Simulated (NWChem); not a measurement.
## Correlation energy of N (+1)

```
N
```
Charge +1, spin multiplicity 3.

All runs are NWChem calculations.

Basis set: def2-SVP. Each correlation energy counts from its own Hartree-Fock reference.

The correlated methods keep 1 core orbital frozen. No SCF solution was tested for a lower state. Open-shell Hartree-Fock references start from PBE0 orbitals. Coupled-cluster values serve here as a point of comparison, not as the truth.

Task: For the correlation energy, SCS-UMP2 gives -57.5 mHa and CCSD on ROHF gives -80.8 mHa. What do CCSD(T) on ROHF, CCSD on UHF, CCSD[T] on UHF give?

Result: CCSD(T) on ROHF: -81.7 mHa; CCSD on UHF: -75.6 mHa; CCSD[T] on UHF: -76.4 mHa.
